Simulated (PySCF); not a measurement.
**TDDFT excited states: Si3H8**

Si3H8.
SMILES with atom numbers: `[SiH3:1][SiH2:2][SiH3:3]` (hydrogens: H4, H5, H6 on Si1; H7, H8 on Si2; H9, H10, H11 on Si3)

Computed, not measured: PySCF, TDDFT PBE0/def2-SVPD, vertical, gas phase, core orbitals frozen in the response. Isolated species at its GFN2-xTB geometry, gas phase.

What does the calculation give for the low-lying excited states?

```tsv
state	E (eV)	E (kJ/mol)	λ (nm)	f	symmetry	main configurations (H = HOMO, L = LUMO)
S1	6.99	674	177.4	0.261	B1 or B2	H→L (86%)
S2	7.05	681	175.8	0.0001	–	H→L+1 (97%)
S3	7.23	697	171.6	0.0085	A1	H-1→L (94%)
S4	7.54	728	164.3	0.050	B1 or B2	H→L+2 (94%)
S5	7.57	731	163.7	0.011	B1 or B2	H-2→L (64%), H-1→L+1 (34%)
S6	7.61	734	162.9	0.0000	–	H→L+4 (76%), H-1→L+1 (15%)
S7	7.63	736	162.4	0.027	A1	H→L+3 (88%)
S8	7.84	756	158.2	0.094	B1 or B2	H→L+5 (94%)
```

Triplets (Tamm–Dancoff): T1 5.88 eV, H→L (95%); T2 6.39 eV, H→L+1 (91%); T3 6.50 eV, H-1→L (90%).

The lowest singlet lies at 6.99 eV (177 nm, vacuum ultraviolet) and is strong; its leading configuration is HOMO→LUMO (86%). The lowest level is also the most intense of those listed (f = 0.261). Löwdin shares by element: HOMO silicon 77%, hydrogen 5% or more (atoms not listed hold the other 18%); LUMO silicon 71%, hydrogen 11% or more (atoms not listed hold the other 19%). Weighted by f, the mean energy of these states is 7.28 eV. Of the 8 states listed, 5 reach f = 0.01 and 2 stay under 0.0005. The oscillator strengths of these states sum to 0.451; summed over the whole spectrum of an exact calculation they would give the number of electrons, 50 (Thomas–Reiche–Kuhn). Symmetry labels in C2v follow from the direction of the transition dipole and are given only for states with f of 0.002 or more; B1 and B2 swap with the choice of axes. The window holds the lowest 8 singlets.

Time: 6.3 s of wall time. Hardware: x86-64 server, one thread, no GPU, shared host.
